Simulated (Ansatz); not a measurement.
Relaxation of CH4BS (7 atoms, charge 0, multiplicity 2), to a largest force component of 0.015 eV/Å in at most 40 steps.

These are results of UKS r2SCAN-D4/def2-SVP in Ansatz 0.2.0, not measurements.

```xyz
7
Properties=species:S:1:pos:R:3:forces:R:3
B -1.190 0.273 -0.930 1.11 -0.10 -0.15
C -0.088 -0.012 0.103 0.82 -0.12 -0.90
S 1.677 -0.047 -0.538 -0.10 0.46 0.36
H -2.332 0.336 -0.738 -1.27 0.10 0.17
H -0.231 -0.988 0.572 -0.38 -0.24 0.42
H -0.081 0.747 0.889 -0.09 0.20 0.39
H 1.489 -1.046 -1.402 -0.10 -0.29 -0.30
```

Problem. Where does it end, and by what steps?

Solution. It converged. After 8 steps the energy has fallen by 0.094 eV; H7 moved furthest, 0.33 Å.

```csv
step,energy less start (eV),largest force component (eV/Å),accepted
0,0.0000,1.270,yes
1,-0.0706,0.480,yes
2,-0.0839,0.227,yes
3,-0.0254,0.500,no
4,-0.0899,0.153,yes
5,-0.0639,0.561,no
6,-0.0925,0.106,yes
7,-0.0934,0.036,yes
8,-0.0935,0.007,yes
```

```xyz
7
Properties=species:S:1:pos:R:3
B -1.136 0.108 -0.945
C -0.039 -0.048 0.122
S 1.709 -0.234 -0.414
H -2.305 0.345 -0.755
H -0.353 -0.918 0.739
H -0.073 0.810 0.820
H 1.441 -0.801 -1.610
```

Time of the run: 19 s on 2 threads of Intel(R) Xeon(R) Platinum 8488C (Sapphire Rapids), on a shared host, peak memory 0.21 GiB.
